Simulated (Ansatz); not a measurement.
Gas-phase electronic energies from Ansatz, PBE0-D4/def2-TZVP geometries. CCSD(T)/CBS is the MP2 limit (def2-TZVPP, def2-QZVPP) plus CCSD(T) − MP2 in def2-TZVPP, frozen cores. This one scheme is used for every species. DFT in def2-TZVPP. B3LYP here is the variant with VWN-RPA as its local correlation; programs differ in this. HSE06 is defined as in plane-wave codes.

`F/C=C/Cl` + H₂ → `C=CCl` + H–F  (hydrogenolysis of a C–F bond)

```tsv
level	ΔE (eV)
B3LYP-D4	-1.04
HSE06	-1.08
HF/def2-TZVPP	-1.17
MP2/def2-QZVPP	-1.23
```

**Question.** What does CCSD(T)/CBS give? (An estimate is asked.)

**Answer.** Computed: -1.19 eV. The listed levels differ from it by 0.15, 0.11, 0.02, -0.04 eV.

Largest T1 diagnostic among the species: 0.011.

From r2SCAN to r2SCAN0 (25 % exact exchange), in def2-TZVPP and without D4, ΔE moves by −0.08 eV. At CCSD(T), def2-SVP lies +0.20 eV from the extrapolated value and def2-TZVPP +0.04 eV.
